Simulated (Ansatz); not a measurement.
# C₂H₄FNS: small, medium and large basis sets

How large a basis does C₂H₄FNS need? Two functionals are run in growing sets.

Program: Ansatz 0.2.0, Gaussian basis. Level of theory: one geometry, several basis sets. These are calculated values, not measurements.

Plan: PBE0-D4/def2-SVP; ωB97M-V/def2-SVP; PBE0-D4/def2-QZVPP; ωB97M-V/def2-QZVPP; the functionals' def2-TZVPP values are taken from earlier runs.

**1. Structure used throughout**

An earlier PBE0-D4 in a triple-zeta def2 set relaxation fixed the geometry.

SMILES `NC1(F)CS1`, 9 atoms, charge 0, spin multiplicity 1.

Atoms are counted from 1 here; the program's logs count them from 0.

Bond lengths: N1–C2 1.407 Å, N1–H6 1.008 Å, N1–H7 1.013 Å, C2–F3 1.358 Å, C2–C4 1.478 Å, C2–S5 1.794 Å, C4–S5 1.823 Å, C4–H8 1.085 Å, C4–H9 1.085 Å. Angles: C2–N1–H6 111.8°, C2–N1–H7 112.0°, H6–N1–H7 110.9°, N1–C2–F3 109.6°, N1–C2–C4 125.8°, N1–C2–S5 118.1°, F3–C2–C4 114.1°, F3–C2–S5 116.8°, C4–C2–S5 66.9°, C2–C4–S5 64.9°, C2–C4–H8 117.4°, C2–C4–H9 118.2°, S5–C4–H8 114.9°, S5–C4–H9 115.7°, H8–C4–H9 115.8°, C2–S5–C4 48.2°.

Geometry (Å):

| atom | x (Å) | y (Å) | z (Å) |
| --- | --- | --- | --- |
| N1 | 1.0234 | 0.9897 | -0.1918 |
| C2 | 0.3001 | -0.2020 | -0.3833 |
| F3 | 1.1562 | -1.2099 | -0.6939 |
| C4 | -0.8803 | -0.6315 | 0.3946 |
| S5 | -1.2280 | -0.1210 | -1.3205 |
| H6 | 0.4305 | 1.8022 | -0.2610 |
| H7 | 1.5329 | 0.9878 | 0.6835 |
| H8 | -0.9932 | -1.6932 | 0.5867 |
| H9 | -1.2531 | 0.0314 | 1.1685 |

**2. PBE0-D4 in def2-SVP**

in.yaml reads:

```yaml
crystal:
  periodic: [false, false, false]
  atoms:
    - {symbol: N, position_ang: [1.023385, 0.989690, -0.191759]}
    - {symbol: C, position_ang: [0.300148, -0.201986, -0.383288]}
    - {symbol: F, position_ang: [1.156179, -1.209927, -0.693919]}
    - {symbol: C, position_ang: [-0.880323, -0.631457, 0.394648]}
    - {symbol: S, position_ang: [-1.228037, -0.120996, -1.320457]}
    - {symbol: H, position_ang: [0.430516, 1.802241, -0.260981]}
    - {symbol: H, position_ang: [1.532851, 0.987773, 0.683459]}
    - {symbol: H, position_ang: [-0.993166, -1.693174, 0.586710]}
    - {symbol: H, position_ang: [-1.253054, 0.031437, 1.168488]}
basis:
  gaussian: {orbitals: def2-SVP}
hamiltonian: {xc: pbe0, dispersion: d4}
output: {orbitals: {seedname: orbitals}}
```

After this run come: ωB97M-V in def2-SVP; PBE0-D4 in def2-QZVPP; ωB97M-V in def2-QZVPP.

Q: Predict the results of all the runs planned. Wanted: PBE0-D4: double and triple zeta above quadruple; ωB97M-V: double and triple zeta above quadruple.

**Answer**, as computed:

```
                                       quantity           value
PBE0-D4: double and triple zeta above quadruple  11.92, 0.68 eV
ωB97M-V: double and triple zeta above quadruple  12.08, 0.64 eV
```

PBE0-D4 gains 11.25 eV from double to triple zeta, then 0.68 eV more. Total energies overstate the basis error of differences, where much of it tends to cancel. The LUMO of ωB97M-V is positive and keeps falling with the basis (2.43 to 1.29 eV): an unbound level that the basis holds in place.
